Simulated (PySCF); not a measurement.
**Single point on OH⁻**

State: ¹Σ⁺ (singlet), closed shell.

An equivalent input (the run itself took its basis sets from the Basis Set Exchange, started from a PBE0 density and held the occupation σ 3α 3β, πx 1α 1β, πy 1α 1β):

```python
from pyscf import gto, dft
mol = gto.M(atom='H 0 0 0; O 0 0 0.967', basis={'H': 'aug-cc-pVDZ', 'O': 'aug-cc-pVDZ'},
            charge=-1, spin=0, verbose=4, symmetry='C2v')
mf = dft.UKS(mol, xc='PBE0')
mf.grids.atom_grid = (80, 434)
mf.grids.prune = dft.gen_grid.treutler_prune
mf.irrep_nelec = {'A1': (3, 3), 'B1': (1, 1), 'B2': (1, 1)}
mf.conv_tol = 1e-9
mf.max_cycle = 60
mf.diis_space = 10
mf.kernel()
```

The log (some set-up lines and the per-cycle HOMO/LUMO lines removed):

```
******** <class 'pyscf.dft.uks_symm.SymAdaptedUKS'> ********
method = SymAdaptedUKS
damping factor = 0
level_shift factor = 0
DIIS = <class 'pyscf.scf.diis.CDIIS'>
diis_start_cycle = 1
diis_space = 10
diis_damp = 0
SCF conv_tol = 1e-09
SCF conv_tol_grad = None
SCF max_cycles = 60
number electrons alpha = 5  beta = 5
Set gradient conv threshold to 3.16228e-05
init E= -75.71688753634
cycle= 1 E= -75.726738117263  delta_E= -0.00985  |g|= 0.0141  |ddm|= 0.0666
cycle= 2 E= -75.7265491620059  delta_E= 0.000189  |g|= 0.0263  |ddm|= 0.0421
cycle= 3 E= -75.7268280675301  delta_E= -0.000279  |g|= 0.00316  |ddm|= 0.0278
cycle= 4 E= -75.7268320999734  delta_E= -4.03e-06  |g|= 0.000412  |ddm|= 0.00357
cycle= 5 E= -75.7268321732078  delta_E= -7.32e-08  |g|= 3.59e-05  |ddm|= 0.000436
cycle= 6 E= -75.7268321738191  delta_E= -6.11e-10  |g|= 2.76e-06  |ddm|= 4.01e-05
Extra cycle  E= -75.72683217381  delta_E= 9.09e-12  |g|= 5.66e-06  |ddm|= 9.13e-06
converged SCF energy = -75.72683217381  <S^2> = -3.5527137e-15  2S+1 = 1
```

Repeating this along the bond gives Re = 0.966 Å and ωe = 3803 cm⁻¹.

A point of this curve took 0.45 CPU seconds beside 0.012 for the integrals, on Arm Neoverse V2 (shared host).

The highest Kohn–Sham level is positive in this anion. Much of that is self-interaction error, but it also means that the finite basis helps to hold the extra electron.
